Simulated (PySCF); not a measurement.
**How methods differ on the electron affinity of B**

B⁻ [He] 2s2 2p2 (3P) → B [He] 2s2 2p1 (2P), as a difference of total energies. Computed with PySCF 2.14 in def2-TZVPPD, with the non-relativistic Hamiltonian (point nucleus). Correlated levels: valence and next inner shell: nothing frozen. The calculations carry no spin-orbit coupling.

```csv
method,electron affinity (eV)
UHF,-0.452
MP2 (valence and next inner shell),0.004
SCS-MP2 (valence and next inner shell),-0.120
CCSD (valence and next inner shell),-0.042
CCSD(T) (valence and next inner shell),0.003
CCSDT (valence and next inner shell),0.013
```

Errors of the correlated levels include the incompleteness of this basis.

A negative affinity means that the anion lies above the atom at that level of theory.

For comparison: 0.280 eV (measured; photodetachment measurements, as compiled on the Wikipedia data page of electron affinities).
